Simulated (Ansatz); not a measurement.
# CH5ClSi: the cost of one run

Method: RKS r2SCAN-D4/def2-SVP; program: Ansatz 0.2.0.

### 1 Reference run: CH5ClSi, relaxed

The input, input.yaml:

```yaml
crystal:
  periodic: [false, false, false]
  atoms:
    - { symbol: Si, position_ang: [-0.635432, -0.126698, -0.650443] }
    - { symbol: C, position_ang: [0.806869, 0.756272, 0.169343] }
    - { symbol: H, position_ang: [-0.645064, -1.666288, -0.880165] }
    - { symbol: Cl, position_ang: [-0.891363, -2.396882, 0.709666] }
    - { symbol: H, position_ang: [-1.931073, 0.588587, -0.348553] }
    - { symbol: H, position_ang: [1.731142, 0.150479, 0.103585] }
    - { symbol: H, position_ang: [0.98262, 1.72902, -0.338817] }
    - { symbol: H, position_ang: [0.582401, 0.965411, 1.235384] }
basis:
  gaussian: { orbitals: def2-SVP }
hamiltonian:
  xc: r2scan
  dispersion: d4
output:
  forces: true
relax:
  f_tol: 0.02
  max_steps: 120
  constraints: [{ distance: [0, 2] }, { distance: [0, 3] }, { distance: [2, 3] }]
  escape_saddle: false
```

The run is started by

```console
> ansatz run input.yaml --threads 1 --pin off --max-ram 2560MiB --backend cpu --events-out ev --progress --plain --runs-dir out
```

What time and memory should one allow on 1 thread of Arm Neoverse V1, shared host?

About 17 s, with a peak of 0.14 GiB.
